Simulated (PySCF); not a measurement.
Consider pyrrole, `c1cc[nH]c1` (C4H5N). Atom numbers as in the mapped SMILES `[cH:1]1[cH:2][cH:3][nH:4][cH:5]1`. These are map numbers, not IUPAC locants.

Computed at PBE0-D3(BJ)/ma-def2-TZVP // PBE0-D3(BJ)/ma-def2-SVP with PySCF (density fitting, grid level 2). The prefix ma- adds one diffuse s and one diffuse p function on all atoms but H. Thermal corrections: PBE0-D3(BJ)/ma-def2-SVP frequencies, unscaled, ideal gas at 298.15 K and 1 bar, quasi-RRHO entropy.

(1) Rank these of its positions by gas-phase deprotonation enthalpy, most acidic first.
A. N4 (pyrrole-type nitrogen)
B. C1 (aromatic carbon)
C. C3 (aromatic carbon)

(2) For C3 (aromatic carbon), what are ΔE (electronic) and ΔG(298 K) of the loss of the proton?

Results:

(1) A (1510 kJ/mol), C (1667 kJ/mol), B (1710 kJ/mol).

(2) ΔE = 1698 and ΔG = 1633 kJ/mol, beside ΔH = 1667 kJ/mol. The product is `[c-]1ccc[nH]1`.
